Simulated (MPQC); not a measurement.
**Al2H4 (SMILES [AlH2][AlH2]) in MPQC**

Aim: the energy of Al2H4.

The calculation is run with MPQC 2.3.1.

3 further runs of the same task are left out: 2 that didn't finish, 1 set aside as unsound or not needed.

**1. The system as given**

Al2H4 has 6 atoms, charge 0, and is taken as a singlet. As SMILES, `[AlH2][AlH2]`. Geometry: a GFN2-xTB relaxation, a rough one for these elements and not checked as a minimum.

Bond lengths: Al1–Al2 2.497 Å, Al1–H3 1.595 Å, Al1–H4 1.602 Å, Al2–H5 1.602 Å, Al2–H6 1.595 Å. Angles: Al1–Al2–H5 90.7°, Al1–Al2–H6 149.4°, Al2–Al1–H3 149.3°, Al2–Al1–H4 90.8°, H5–Al2–H6 119.9°, H3–Al1–H4 119.9°.

**2. The job**

The input, job.in:

```
molecule<Molecule>: (
    symmetry = auto
    unit = angstrom
    { atoms geometry } = {
        Al [ -0.854090      -0.947540       0.010480 ]
        Al [ 0.449880       1.168890       0.243310 ]
        H  [ -2.195980      -1.768100       0.274600 ]
        H  [ 0.366300      -1.639050      -0.764220 ]
        H  [ 1.691610       0.512150      -0.527710 ]
        H  [ 0.542270       2.673660       0.763540 ]
    }
)
basis<GaussianBasisSet>: (
    name = "STO-3G"
    molecule = $:molecule
    puream = no
)
mpqc: (
    checkpoint = no
    savestate = no
    restart = no
    do_energy = yes
    do_gradient = no
    optimize = no
    mole<MBPT2>: (
        molecule = $:molecule
        basis = $:basis
        memory = 1000000000
        method = mp
        nfzc = 0
        reference<RHF>: (
            molecule = $:molecule
            basis = $:basis
            total_charge = 0
            memory = 1000000000
            print_evals = yes
            maxiter = 57
            guess_wavefunction<CLHF>: (
                molecule = $:molecule
                total_charge = 0
                memory = 1000000000
                value_accuracy = 1e-3
                basis<GaussianBasisSet>: (
                    name = "STO-3G"
                    molecule = $:molecule
                )
            )
        )
    )
)
```

The run is started by

```bash
mpqc job.in > job.out
```

Standard output:

```text
MPQC: Massively Parallel Quantum Chemistry
                                   Version 2.3.1

  Using IntegralV3 by default for molecular integrals evaluation

  Molecule: setting point group to c1
ClassDesc::load_class("RHF"): load failed
Either "RHF" is an invalid class name or the code
for "RHF" was not linked into the executable.
Signal: Segmentation fault (11)
```

Run time: 0.35 s. Hardware: 1 thread of Intel Xeon at 2.50GHz (Skylake/Cascade Lake), shared host.

**3. What went wrong**

The input was rejected.

The telling line is `Either "RHF" is an invalid class name or the code`. What is wrong: the input text is malformed or holds a word that the program doesn't know.
